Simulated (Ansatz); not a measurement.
**AlH₃ (singlet): wave-function methods side by side at scale of all distances = 1.325, cc-pVDZ**

How much of the correlation energy of AlH₃ (singlet) does each wave-function method recover here?

Method: cc-pVDZ, core rule «outside noble gas», up to 5 orbitals frozen; program: Ansatz 0.2.0, Gaussian basis.

Plan: UHF; CCSD(T) on RHF; BCCD(T) on RHF; CISD; CCSDT(Q) on RHF; CCSDTQ on RHF; CASSCF and MRCISD+Q, 2 electrons in 2 orbitals; CASSCF and NEVPT2, 2 electrons in 2 orbitals; CASSCF and MRCISD+Q, 6 electrons in 7 orbitals; CASSCF and MRCISD+Q(relaxed), 6 electrons in 7 orbitals; CASSCF and NEVPT2, 6 electrons in 7 orbitals; Full CI.

20 further runs of the same task are left out: 10 for a known fault of the program, 8 that didn't finish, 2 set aside as unsound or not needed.

### Step 1. What is computed

The geometry derives from a PBE0/def2-TZVP stationary point (not a proven minimum). All distances are scaled together.

4 atoms, charge 0, spin multiplicity 1.

Atoms are counted from 1 here; the program's logs count them from 0.

No contacts short enough for the rule that draws bonds.

### Step 2. UHF

The input, in.yaml:

```yaml
crystal:
  periodic: [false, false, false]
  atoms:
    - {symbol: Al, position_ang: [0.000000, 0.000000, 0.000000]}
    - {symbol: H, position_ang: [2.101153, 0.019943, -0.000110]}
    - {symbol: H, position_ang: [-1.067848, 1.809677, -0.003697]}
    - {symbol: H, position_ang: [-1.033306, -1.829620, 0.003807]}
basis:
  gaussian: {orbitals: cc-pVDZ}
magnetization: {spin_polarized: true, initial_magnetization: 0}
hamiltonian: {xc: hf}
output: {orbitals: {seedname: orbitals}}
```

Command:

```sh
ansatz run in.yaml --threads 1 --pin off --events-out ev --progress --plain --max-ram 2393MiB
```

Further steps of the session: CCSD(T) on RHF; BCCD(T) on RHF; CISD; CCSDT(Q) on RHF; CCSDTQ on RHF; CASSCF and MRCISD+Q, 2 electrons in 2 orbitals; CASSCF and NEVPT2, 2 electrons in 2 orbitals; CASSCF and MRCISD+Q, 6 electrons in 7 orbitals; CASSCF and MRCISD+Q(relaxed), 6 electrons in 7 orbitals; CASSCF and NEVPT2, 6 electrons in 7 orbitals; Full CI.

Q: Predict the results of all the runs planned. Wanted: FCI below the RHF energy; RMP2 from FCI; RCCSD from FCI; RCCSD(T) from FCI; RCCSDT(Q) from FCI; NEVPT2 pair from FCI; MRCISD+Q pair from FCI; NEVPT2 valence from FCI; T1 diagnostic.

**Answer**, as computed:

```
                         quantity                                                                                                                      value
         FCI below the RHF energy                                                                                                                 -3.2233 eV
                    RMP2 from FCI                                                                                                            +22.79 kcal/mol
                   RCCSD from FCI                                                                                                             +2.47 kcal/mol
                RCCSD(T) from FCI                                                                                                             +0.81 kcal/mol
               RCCSDT(Q) from FCI                                                                                                             +0.03 kcal/mol
             NEVPT2 pair from FCI                                                                                                            +19.83 kcal/mol
           MRCISD+Q pair from FCI                                                                                                             -0.81 kcal/mol
          NEVPT2 valence from FCI                                                                                                             +8.44 kcal/mol
levels within 1 kcal/mol (43 meV)  RCCSD(T), BCCD(T), RCCSDT, RCCSDT(Q), RCCSDTQ, MRCISD+Q pair, MRCISD valence, MRCISD+Q valence, MRCISD+Q(relaxed) valence
                    T1 diagnostic                                                                                                                      0.020
   effectively unpaired electrons                                                                                                                       0.15
```

What this shows: RCCSD(T) misses by +0.81 kcal/mol, 1.1 % of the correlation energy. MRCISD+Q pair, MRCISD+Q(relaxed) valence fall below full CI: the +Q correction isn't variational, and the cores differ from full CI's. One determinant dominates. Of the multireference levels listed MRCISD+Q valence comes nearest in total energy (+0.11 kcal/mol), which doesn't show that its space is the better one. These misses are within one basis, not against nature.
